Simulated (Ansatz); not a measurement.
The input, for Ansatz 0.2.0:

```yaml
crystal:
  periodic: [false, false, false]
  atoms:
    - {symbol: H, position_ang: [-2.827958, 0.000000, -0.000001]}
    - {symbol: H, position_ang: [-1.658958, 0.000000, -0.000001]}
    - {symbol: Ge, position_ang: [0.041042, 0.000000, 0.000000]}
    - {symbol: H, position_ang: [0.509710, -1.465915, 0.000000]}
    - {symbol: H, position_ang: [0.509711, 0.732957, -1.269519]}
    - {symbol: H, position_ang: [0.509710, 0.732957, 1.269520]}
basis:
  gaussian: {orbitals: cc-pVDZ}
magnetization: {spin_polarized: false, initial_magnetization: 1}
correlation: {method: ccsd_t, electrons: outside_noble_gas}
```

```sh
$ ansatz run in.yaml --threads 1 --pin off --events-out ev --progress --plain --max-ram 2816MiB --backend cpu
```

Output:

```
543 factors; integrals over basis functions are off by at most 9.4e-4 eV
mean field evaluation 1: about -56547.6434 eV, gradient 9.2e0 eV
mean field evaluation 2: about -56547.6489 eV, gradient 9.2e0 eV
mean field evaluation 4: about -56548.3893 eV, gradient 1.3e0 eV
mean field evaluation 8: about -56548.4475 eV, gradient 4.0e-3 eV
mean field evaluation 16: about -56548.4375 eV, gradient 2.4e-1 eV
mean field -56548.44751996 eV, -2078.1171164440 hartree, gradient 2.8e-6 eV, S^2 0.750000; 0 other end points of the search recorded, 0 dependent functions left out
14 core orbitals not correlated: weight in the atoms' cores, before any rotation towards them, 0.999 or more for the frozen orbitals, at most 0.000 for the correlated occupied ones
reference -56548.44751996 eV, -2078.1171164440 hartree; 5, 4 occupied and 33, 34 virtual orbitals, 543 factors
second order -3.33286313 eV of doubles, -0.07885407 eV of singles
cycle   1  -4.06272280 eV  change   -6.5e-1 eV  update   6.3e-2
cycle   2  -4.32203866 eV  change   -2.6e-1 eV  update   2.7e-2
cycle   3  -4.34080751 eV  change   -1.9e-2 eV  update   1.1e-2
cycle   4  -4.34397131 eV  change   -3.2e-3 eV  update   4.8e-3
cycle   5  -4.34452574 eV  change   -5.5e-4 eV  update   1.7e-3
cycle   6  -4.34493069 eV  change   -4.0e-4 eV  update   4.4e-4
cycle   7  -4.34517478 eV  change   -2.4e-4 eV  update   1.1e-4
cycle   8  -4.34519505 eV  change   -2.0e-5 eV  update   3.9e-5
cycle   9  -4.34518177 eV  change    1.3e-5 eV  update   1.2e-5
cycle  10  -4.34518777 eV  change   -6.0e-6 eV  update   4.3e-6
perturbative correction -0.08207107 eV, -0.0030160562 hartree
Total energy: -56552.87477879 eV, -2078.2798152053 hartree
```

For the same geometry and basis RCCSDTQ lies 23.1 meV lower.

Ran on 1 thread of AMD EPYC 7R13, shared host: 1.2 s wall, 0.18 GiB peak host memory.
